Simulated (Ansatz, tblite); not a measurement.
# The cluster Cu₂H₂+: rung by rung

Aim: run the doublet of the cluster Cu₂H₂+ at one geometry on many levels, and compare frontier levels, spin and run time.

The runs use Ansatz 0.2.0, Gaussian basis; as each input shows.

Plan: GFN1-xTB, GFN2-xTB, PBE-D4/def2-TZVP, r2SCAN-D4/def2-TZVP, r2SCAN0-D4/def2-TZVP, B3LYP-D4/def2-TZVP, BHLYP-D4/def2-TZVP, LDA/def2-TZVP, HSE06-D4/def2-TZVP, PBE-D4/def2-SVP, PBE0-D4/def2-SVP, HF/STO-3G, HF/6-31G, B3LYP-D4/6-31G, CCSD(T)/def2-TZVPP, MP2/def2-TZVP, RPA/def2-TZVP.

1 further run of the same task is left out (set aside as unsound or not needed).

## Step 1: The relaxed structure

The doublet was relaxed beforehand with r2SCAN-D4/def2-TZVP. At that level it is the lowest of the isomers that a small search found.

4 atoms, charge 1, spin multiplicity 2.

Bond lengths: Cu1–Cu2 2.296 Å, Cu1–H3 1.658 Å, Cu1–H4 1.657 Å, Cu2–H3 1.656 Å, Cu2–H4 1.658 Å. Angles: Cu2–Cu1–H3 46.1°, Cu2–Cu1–H4 46.2°, H3–Cu1–H4 92.3°, Cu1–Cu2–H3 46.2°, Cu1–Cu2–H4 46.2°, H3–Cu2–H4 92.4°, Cu1–H3–Cu2 87.7°, Cu1–H4–Cu2 87.7°.

No spin-orbit coupling is included. The ion is computed in the gas phase, without counter-ions or solvent.

PBE0-D4/def2-TZVP was run before; its log isn't repeated, and its numbers join the tables.

## Step 2: GFN1-xTB

Tight binding, by tblite at 300 K electronic temperature and without a spin-polarisation term:

```python
tblite.interface.Calculator('GFN1-xTB', numbers, positions, charge=1, uhf=1).singlepoint()
```

Energy -260.0007 eV; 0.002 s.

## Step 3: GFN2-xTB

Tight binding, by tblite at 300 K electronic temperature and without a spin-polarisation term:

```python
tblite.interface.Calculator('GFN2-xTB', numbers, positions, charge=1, uhf=1).singlepoint()
```

Energy -226.5045 eV; 0.001 s.

## Step 4: PBE-D4/def2-TZVP

start.molden holds the orbitals of an earlier run on this state, given as this run's starting guess.

in.yaml reads:

```yaml
crystal:
  periodic: [false, false, false]
  atoms:
    - {symbol: Cu, position_ang: [-0.864366, -0.252829, 0.712096]}
    - {symbol: Cu, position_ang: [0.864190, 0.252958, -0.711501]}
    - {symbol: H, position_ang: [0.089315, 1.085676, 0.492277]}
    - {symbol: H, position_ang: [-0.089139, -1.085805, -0.492862]}
basis:
  gaussian: {orbitals: def2-TZVP, initial_orbitals: start.molden}
total_charge: 1
magnetization: {spin_polarized: true, initial_magnetization: 1}
hamiltonian: {xc: pbe, dispersion: d4}
scf: {omitted_lower_state_checks: [starts]}
output: {orbitals: {seedname: orbitals}}
```

Started as:

```
> ansatz run in.yaml --threads 2 --pin off --events-out ev --progress --plain --max-ram 4352MiB
```

Further steps of the session: r2SCAN-D4/def2-TZVP; r2SCAN0-D4/def2-TZVP; B3LYP-D4/def2-TZVP; BHLYP-D4/def2-TZVP; LDA/def2-TZVP; HSE06-D4/def2-TZVP; PBE-D4/def2-SVP; PBE0-D4/def2-SVP; HF/STO-3G; HF/6-31G; B3LYP-D4/6-31G; CCSD(T)/def2-TZVPP; MP2/def2-TZVP; RPA/def2-TZVP.

Q: Predict the results of all the runs planned. Wanted: gap in def2-TZVP, named functionals, smallest and largest; correlation energy, CCSD(T)/def2-TZVPP; correlation energy, MP2/def2-TZVP; ⟨S²⟩ in def2-TZVP, named functionals, smallest and largest; PBE0 total energy, smallest basis above largest.

As calculated:

| quantity | value |
| --- | --- |
| gap in def2-TZVP, named functionals, smallest and largest | 0.62 eV (LDA), 5.40 eV (BHLYP-D4) |
| correlation energy, CCSD(T)/def2-TZVPP | -25.94 eV |
| correlation energy, MP2/def2-TZVP | -23.89 eV |
| ⟨S²⟩ in def2-TZVP, named functionals, smallest and largest | 0.752, 0.762 |
| PBE0 total energy, smallest basis above largest | 13.03 eV (def2-SVP, def2-TZVP) |

**Reading.** Orbital gaps of the named functionals in def2-TZVP span 0.62 eV (LDA) to 5.40 eV (BHLYP-D4); exact exchange widens it. Over the named functionals in def2-TZVP spin contamination reaches 0.01 (BHLYP-D4), which is small.
